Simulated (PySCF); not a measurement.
From one molecule to another.

First species: 1,2,3,4-tetrahydroquinoline, C9H11N.
Geometry (PBE0-D3(BJ)/def2-SVP, Å), atoms numbered from 1 in this order:
```
atom  x, y, z in Å
C1     2.6294   -0.7731   -0.5545
C2     2.6667    0.6186   -0.4673
C3     1.4958    1.3401   -0.2744
C4     0.2538    0.6891   -0.1697
C5     0.2080   -0.7203   -0.2635
C6     1.4005   -1.4203   -0.4477
C7    -1.1185   -1.4340   -0.1790
C8    -2.1761   -0.5845    0.5139
C9    -2.1964    0.8136   -0.0822
N10   -0.8962    1.4161    0.0599
H11    3.5464   -1.3472   -0.7012
H12    3.6182    1.1504   -0.5466
H13    1.5302    2.4308   -0.1966
H14    1.3563   -2.5120   -0.5113
H15   -1.4650   -1.6870   -1.1978
H16   -0.9925   -2.3954    0.3438
H17   -3.1708   -1.0466    0.4228
H18   -1.9473   -0.5049    1.5896
H19   -2.5166    0.7519   -1.1445
H20   -2.9363    1.4422    0.4378
H21   -0.8310    2.4094   -0.1136
```

Second species: HCl.
Geometry (PBE0-D3(BJ)/def2-SVP, Å), atoms numbered from 1 in this order:
```
atom  x, y, z in Å
Cl1    0.6662   -0.0804    0.0057
H2    -0.6165   -0.0073   -0.0280
```

Levels: CAM-B3LYP/def2-SVPD for HOMO energy, LUMO energy, HOMO–LUMO gap and static isotropic polarisability; TDDFT CAM-B3LYP/def2-SVPD for lowest singlet excitation; TDA CAM-B3LYP/def2-SVPD for lowest triplet excitation (Tamm–Dancoff); ΔSCF CAM-B3LYP/def2-SVPD for vertical ionisation energy. Geometries: PBE0-D3(BJ)/def2-SVP. Each structure is a single optimised conformer of the isolated species, non-relativistic unless stated; the electronic structure was computed with PySCF and density fitting.

```
                                property  column X   column Y
                             HOMO energy  -6.69 eV  -10.97 eV
                             LUMO energy   1.01 eV    0.71 eV
                           HOMO–LUMO gap   7.70 eV   11.68 eV
               lowest singlet excitation   4.65 eV    7.65 eV
lowest triplet excitation (Tamm–Dancoff)   3.75 eV    7.06 eV
         static isotropic polarisability  110.7 au    17.3 au
              vertical ionisation energy   7.26 eV   12.86 eV
```

(1) Which column belongs to which species?

(2) How does each property change from the first species to the second?

Results:

(1) Column X is the first species and column Y the second. The first has 21 atoms and 72 electrons, the second 2 and 18.

(2) HOMO energy -4.28 eV; LUMO energy -0.30 eV; HOMO–LUMO gap +3.98 eV; lowest singlet excitation +3.00 eV; lowest triplet excitation (Tamm–Dancoff) +3.31 eV; static isotropic polarisability -93.4 au; vertical ionisation energy +5.60 eV.

On the first: The polarisability is 16.41 Å³ as a volume (1 au = 0.148185 Å³), or 1.54 au for each of the 72 electrons. The vertical singlet–triplet gap S1 − T1 is 0.90 eV (TDDFT singlet less Tamm–Dancoff triplet).

On the second: S1 lies 4.03 eV below the HOMO–LUMO gap. The ΔSCF ionisation energy exceeds −ε(HOMO) by 1.89 eV with CAM-B3LYP.
